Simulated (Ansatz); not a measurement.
Rutile MnF₂, treated with rVV10 (plane waves, PAW; Ansatz, an electronic-structure program).

Settings: plane-wave cutoff 520 eV, 8×8×10 k mesh (along the axes of the cell as run), Fermi–Dirac smearing 0.01 eV, spin-polarised with opposed moments, scalar-relativistic PAW data made under PBE.

Cell (relaxed at this level):

```
CELL_PARAMETERS angstrom
      4.89492     0.00000     0.00000
      0.00000     4.89492     0.00000
      0.00000     0.00000     3.32884
ATOMIC_POSITIONS crystal
  Mn 0.00000 0.00000 0.00000
  Mn 0.50000 0.50000 0.50000
  F  0.30280 0.30280 0.00000
  F  0.80280 0.19720 0.50000
  F  0.19720 0.80280 0.50000
  F  0.69720 0.69720 0.00000
```
Starting moments (μB, in the order of the record's atoms Mn Mn F F F F): 5.0 -5.0 0.0 0.0 0.0 0.0.

What does this level give for the magnetic moment (largest site, within a sphere), bulk modulus, smallest direct gap on the k points sampled, band gap and pressure derivative B′ of the bulk modulus?


* **magnetic moment (largest site, within a sphere)**: 4.12 μB
* **bulk modulus**: 91.3 GPa
* **smallest direct gap on the k points sampled**: 1.93 eV
* **band gap**: 1.83 eV (indirect)
* **pressure derivative B′ of the bulk modulus**: 4.6

Measured, for comparison: band gap 9.9 eV (temperature not stated, no zero-point or thermal correction, the source doubts the polymorph; as tabulated in Das and Bazhirov (2019), arXiv:1808.05325). Computed (rounded) less measured: band gap not scored (a reference that its source doubts or gives as a wide range).

Note: without U or exact exchange, gaps and moments of open d shells tend to come out too small; the bulk modulus comes from volumes at which shape and atoms were relaxed.

Moments are spin moments.

The computed numbers hold no vibrational or temperature effects.
